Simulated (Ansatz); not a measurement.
**How methods differ on AlH3 (SMILES [H][Al]([H])[H])**

The species is AlH3 (4 atoms), meant as a singlet with charge 0. As SMILES, `[H][Al]([H])[H]`. The shape comes from GFN2-xTB, which is rough for such elements, and wasn't checked as a minimum.

```xyz
4

Al    0.0000    0.0000    0.0000
H     1.5527   -0.0305    0.0146
H    -0.7498    1.3598   -0.0191
H    -0.8028   -1.3293    0.0045
```

Quantity: the energy change with the Al1–H2 bond stretched from 1.553 to 2.330 Å, in eV. The values are calculated.

```
                                            level                    kind  program  value (eV)
   BLYP/6-31G* (spherical functions) (restricted)                     GGA   Ansatz        1.44
  B3LYP/6-31G* (spherical functions) (restricted)           global hybrid   Ansatz        1.57
  BHLYP/6-31G* (spherical functions) (restricted)           global hybrid   Ansatz           ?
r2SCAN0/6-31G* (spherical functions) (restricted)         hybrid meta-GGA   Ansatz           ?
  HSE06/6-31G* (spherical functions) (restricted)  range-separated hybrid   Ansatz        1.57
wB97M-V/6-31G* (spherical functions) (restricted)  range-separated hybrid   Ansatz        1.67
 B2PLYP/6-31G* (spherical functions) (restricted)           double hybrid   Ansatz        1.63
BCCD(T)/6-31G* (spherical functions) (restricted)   coupled cluster or CI   Ansatz        1.46
                                        FCI/3-21G      exact in the basis   Ansatz        1.28
```

Estimate what the levels marked ? give.

As computed at these levels: BHLYP/6-31G* (spherical functions) (restricted): 1.73 eV; r2SCAN0/6-31G* (spherical functions) (restricted): 1.65 eV. The first shape isn't each level's own minimum. The values span 1.28 to 1.73 eV. High-level rows in very small sets aren't better than simpler rows in larger ones.
